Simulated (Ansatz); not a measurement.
Reaction: C2H5N (SMILES C=NC) → CH3 (SMILES [CH3], doublet) + CH2N (SMILES C=[N], doublet) (the C-N bond breaks)
Each species at its own B3LYP-D3(BJ)/def2-TZVP minimum (Ansatz, a first-principles code).

Total energies in hartree (Ansatz). Open shells are spin-unrestricted; no spin-orbit coupling. Correlated methods leave the cores frozen. No relativity. The UHF reference of CH2N (C=[N], doublet) is spin-contaminated (<S^2> up to 0.18 over the pure value in the sets run).

| species | HF/cc-pVTZ | CCSD(T)/cc-pVTZ | HF/cc-pVQZ | CCSD(T)/cc-pVQZ | CCSD(T)/cc-pVDZ | CCSDT(Q)/cc-pVDZ |
|---|---|---|---|---|---|---|
| 1: C2H5N (N-methylmethanimine, SMILES C=NC) | -133.11122 | -133.70668 | -133.12062 | -133.74681 | -133.56739 | -133.56925 |
| 2: CH3 (SMILES [CH3], doublet) | -39.57748 | -39.76098 | -39.58026 | -39.77245 | -39.71583 | -39.71634 |
| 3: CH2N (SMILES C=[N], doublet) | -93.46588 | -93.82264 | -93.47240 | -93.84908 | -93.73273 | -93.73465 |

Q: Work out the bond dissociation energy (electronic) in kcal/mol: take Hartree-Fock from cc-pVQZ, extrapolate the CCSD(T) correlation energy as X^-3 (X = 3, 4), and add CCSDT(Q) - CCSD(T) in cc-pVDZ. 1 hartree = 627.51 kcal/mol.

A: 
Species 1: correlation (64·(-0.62619) - 27·(-0.59546))/37 = -0.64861; step -0.00186; E1 = -133.12062 + (-0.64861) + (-0.00186) = -133.77109
Species 2: correlation (64·(-0.19219) - 27·(-0.18350))/37 = -0.19853; step -0.00051; E2 = -39.58026 + (-0.19853) + (-0.00051) = -39.77930
Species 3: correlation (64·(-0.37668) - 27·(-0.35676))/37 = -0.39122; step -0.00192; E3 = -93.47240 + (-0.39122) + (-0.00192) = -93.86554
-1·E1 +1·E2 +1·E3 = 0.12625 hartree = 79.2 kcal/mol.
